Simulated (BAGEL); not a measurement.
**AlSiNH8 (SMILES [AlH3-][NH2+][SiH3]): PBE0/def2-SVP (density fitting with qzvpp-jkfit)**

What is the energy change on altering one bond length of AlSiNH8 at PBE0/def2-SVP (density fitting with qzvpp-jkfit)? 

The results are computed with BAGEL 1.2.2.

3 further runs of the same task are left out: 1 that didn't finish, 2 set aside as unsound or not needed. Runs told in other sessions of the task aren't counted.

### 1 The molecule

The species is AlSiNH8 (11 atoms), meant as a singlet with charge 0. As SMILES, `[AlH3-][NH2+][SiH3]`. The shape is that of a PBE0-D4/def2-TZVP optimisation.

Bond lengths: Al1–N2 2.069 Å, N2–Si3 1.792 Å, Al1–H4 1.609 Å, Al1–H5 1.602 Å, Al1–H6 1.601 Å, N2–H7 1.016 Å, N2–H8 1.016 Å, Si3–H9 1.487 Å, Si3–H10 1.476 Å, Si3–H11 1.475 Å. Some angles: Al1–N2–Si3 109.4°, Al1–N2–H7 107.3°, Al1–N2–H8 107.7°, Si3–N2–H7 112.7°, Si3–N2–H8 112.4°, N2–Al1–H4 97.1°, N2–Al1–H5 100.0°, N2–Al1–H6 101.1°, N2–Si3–H9 108.4°, N2–Si3–H10 107.2°.

### 2 A single-point energy at PBE0/def2-SVP (density fitting with qzvpp-jkfit)

input.json

```json
{ "bagel" : [

{
  "title" : "molecule",
  "basis" : "svp",
  "df_basis" : "qzvpp-jkfit",
  "angstrom" : true,
  "geometry" : [
    { "atom" : "Al", "xyz" : [   -0.900100,    1.211100,   -0.740800 ] },
    { "atom" : "N", "xyz" : [   -0.028300,    0.143500,    0.802700 ] },
    { "atom" : "Si", "xyz" : [    0.876200,   -1.248700,    0.128600 ] },
    { "atom" : "H", "xyz" : [   -0.721100,    0.091900,   -1.882400 ] },
    { "atom" : "H", "xyz" : [    0.093800,    2.465300,   -0.806700 ] },
    { "atom" : "H", "xyz" : [   -2.377200,    1.435300,   -0.165100 ] },
    { "atom" : "H", "xyz" : [    0.566700,    0.786500,    1.316700 ] },
    { "atom" : "H", "xyz" : [   -0.768500,   -0.144800,    1.435900 ] },
    { "atom" : "H", "xyz" : [    1.651500,   -1.882900,    1.228300 ] },
    { "atom" : "H", "xyz" : [    1.794800,   -0.716800,   -0.896700 ] },
    { "atom" : "H", "xyz" : [   -0.122500,   -2.197400,   -0.400100 ] }
  ]
},
{ "title" : "ks", "xc_func" : "pbe0" },
{ "title" : "print", "file" : "orbitals.molden", "orbitals" : true }

]}
```

The run is started by

```bash
BAGEL_NUM_THREADS=1 BAGEL input.json > input.out
```

Log:

```text
* using 1 threads per process

  ===============================================================
  ===============================================================

  *** Geometry ***

  { "atom" : "Al", "xyz" : [     -1.700942,      2.288647,     -1.399909 ] },
  { "atom" : "N", "xyz" : [     -0.053479,      0.271176,      1.516883 ] },
  { "atom" : "Si", "xyz" : [      1.655778,     -2.359701,      0.243019 ] },
  { "atom" : "H", "xyz" : [     -1.362682,      0.173666,     -3.557220 ] },
  { "atom" : "H", "xyz" : [      0.177256,      4.658742,     -1.524442 ] },
  { "atom" : "H", "xyz" : [     -4.492257,      2.712324,     -0.311994 ] },
  { "atom" : "H", "xyz" : [      1.070908,      1.486270,      2.488202 ] },
  { "atom" : "H", "xyz" : [     -1.452255,     -0.273632,      2.713458 ] },
  { "atom" : "H", "xyz" : [      3.120883,     -3.558165,      2.321151 ] },
  { "atom" : "H", "xyz" : [      3.391680,     -1.354556,     -1.694517 ] },
  { "atom" : "H", "xyz" : [     -0.231491,     -4.152484,     -0.756079 ] },

  Number of auxiliary basis functions:      477

  Since a DF basis is specified, we compute 2- and 3-index integrals:
    o Being stored without compression. Storage requirement is 0.031 GB

  Number of basis functions:       90
  Number of electrons      :       42

    * METHOD: MOLECULE                             0.38

  *** Kohn-Sham DFT ***

    * Removing 19042 points whose weight is below 1.00e-10
    * Grid points: 144924

  === Nuclear Repulsion ===
   154.2129064566

       - DIIS with orbital gradients will be used.

  === KS iteration (pbe0 / svp) ===
      0       -565.80741709          0.11566472           0.72
      1       -561.92807513          0.09045120           0.68
      2       -549.54690744          0.17356588           0.67
      3       -577.06361409          0.09287052           0.67
      4       -585.63899931          0.05984667           0.67
      5       -590.68588750          0.02298675           0.68
      6       -590.41907138          0.02946016           0.67
      7       -590.92407688          0.01022283           0.68
      8       -590.97036283          0.00178216           0.68
      9       -590.97260818          0.00039210           0.69
     10       -590.97269456          0.00012462           0.69
     11       -590.97270175          0.00001580           0.68
     12       -590.97270191          0.00000508           0.69
     13       -590.97270193          0.00000097           0.70
     14       -590.97270193          0.00000016           0.69
     15       -590.97270193          0.00000006           0.69
     16       -590.97270193          0.00000001           0.70
     17       -590.97270193          0.00000000           0.71
    * SCF iteration converged.

    * Permanent dipole moment:
           (   -0.819372,     1.025176,    -1.448570) a.u.

    * METHOD: KS                                  13.71

    * METHOD: PRINT                                0.02

  ===============================================================
```

Wall time 14 s (1 thread of Arm Neoverse N1, shared host); peak memory 0.58 GiB.

### 3 The distorted shape, same level

input.json

```json
{ "bagel": [

{
  "title": "molecule",
  "basis": "svp",
  "df_basis": "qzvpp-jkfit",
  "angstrom": true,
  "geometry": [
    { "atom": "Al", "xyz": [       0.281599,       1.031737,      -1.201367 ] },
    { "atom": "N", "xyz": [       1.153399,      -0.035863,       0.342133 ] },
    { "atom": "Si", "xyz": [       2.057899,      -1.428063,      -0.331967 ] },
    { "atom": "H", "xyz": [       0.460599,      -0.087463,      -2.342967 ] },
    { "atom": "H", "xyz": [       1.275499,       2.285937,      -1.267267 ] },
    { "atom": "H", "xyz": [      -2.377200,       1.435300,      -0.165100 ] },
    { "atom": "H", "xyz": [       1.748399,       0.607137,       0.856133 ] },
    { "atom": "H", "xyz": [       0.413199,      -0.324163,       0.975333 ] },
    { "atom": "H", "xyz": [       2.833199,      -2.062263,       0.767733 ] },
    { "atom": "H", "xyz": [       2.976499,      -0.896163,      -1.357267 ] },
    { "atom": "H", "xyz": [       1.059199,      -2.376763,      -0.860667 ] }
  ]
},

{ "title": "ks", "xc_func": "pbe0" },

{ "title": "print", "file": "orbitals.molden", "orbitals": true }

]}
```

The run is started by

```bash
BAGEL_NUM_THREADS=1 BAGEL input.json > input.out
```

Log:

```text
* using 1 threads per process

  ===============================================================
  ===============================================================

  *** Geometry ***

  { "atom" : "Al", "xyz" : [      0.532145,      1.949700,     -2.270255 ] },
  { "atom" : "N", "xyz" : [      2.179608,     -0.067771,      0.646538 ] },
  { "atom" : "Si", "xyz" : [      3.888866,     -2.698648,     -0.627327 ] },
  { "atom" : "H", "xyz" : [      0.870406,     -0.165281,     -4.427566 ] },
  { "atom" : "H", "xyz" : [      2.410344,      4.319795,     -2.394788 ] },
  { "atom" : "H", "xyz" : [     -4.492257,      2.712324,     -0.311994 ] },
  { "atom" : "H", "xyz" : [      3.303995,      1.147323,      1.617857 ] },
  { "atom" : "H", "xyz" : [      0.780833,     -0.612579,      1.843112 ] },
  { "atom" : "H", "xyz" : [      5.353970,     -3.897112,      1.450805 ] },
  { "atom" : "H", "xyz" : [      5.624768,     -1.693503,     -2.564863 ] },
  { "atom" : "H", "xyz" : [      2.001596,     -4.491431,     -1.626425 ] },

  Number of auxiliary basis functions:      477

  Since a DF basis is specified, we compute 2- and 3-index integrals:
    o Being stored without compression. Storage requirement is 0.031 GB

  Number of basis functions:       90
  Number of electrons      :       42

    * METHOD: MOLECULE                             0.38

  *** Kohn-Sham DFT ***

    * Removing 18298 points whose weight is below 1.00e-10
    * Grid points: 145668

  === Nuclear Repulsion ===
   151.3663538782

       - DIIS with orbital gradients will be used.

  === KS iteration (pbe0 / svp) ===
      0       -565.24442933          0.11683383           0.72
      1       -563.11249894          0.08712125           0.71
      2       -564.91614675          0.14931033           0.71
      3       -578.75140501          0.08887000           0.70
      4       -584.67567917          0.06627448           0.71
      5       -590.29350872          0.02251979           0.70
      6       -590.60500927          0.01794184           0.69
      7       -590.81944139          0.00596449           0.70
      8       -590.85522945          0.00394439           0.70
      9       -590.87177396          0.00074127           0.69
     10       -590.87215210          0.00022292           0.69
     11       -590.87218004          0.00004723           0.69
     12       -590.87218170          0.00000841           0.69
     13       -590.87218175          0.00000177           0.69
     14       -590.87218176          0.00000059           0.68
     15       -590.87218176          0.00000030           0.69
     16       -590.87218176          0.00000010           0.69
     17       -590.87218176          0.00000003           0.69
     18       -590.87218176          0.00000001           0.68
    * SCF iteration converged.

    * Permanent dipole moment:
           (   -2.027268,     1.294640,    -1.069969) a.u.

    * METHOD: KS                                  14.56

    * METHOD: PRINT                                0.03

  ===============================================================
```

It took 15 s on 1 thread of Arm Neoverse N1, shared host; peak memory 0.59 GiB.

### 4 Summary of results

Level: PBE0/def2-SVP (density fitting with qzvpp-jkfit).

```
                                                          quantity          value
                                         first shape: total energy  -590.97270 Eh
                                        first shape: dipole moment         4.97 D
                                          first shape: HOMO energy       -7.45 eV
                                          first shape: LUMO energy       -0.37 eV
                                        first shape: HOMO–LUMO gap        7.08 eV
                                     distorted shape: total energy  -590.87218 Eh
                                    distorted shape: dipole moment         6.69 D
                                      distorted shape: HOMO energy       -5.54 eV
                                      distorted shape: LUMO energy       -1.19 eV
                                    distorted shape: HOMO–LUMO gap        4.36 eV
energy change with the Al1–H6 bond stretched from 1.601 to 2.882 Å       2.735 eV
```

**Reading.** With the Al1–H6 bond stretched from 1.601 to 2.882 Å the energy rises by 2.74 eV (264 kJ/mol). The first shape isn't relaxed at this level, so the change isn't measured from a minimum. A restricted reference can't describe the breaking bond well at this length.
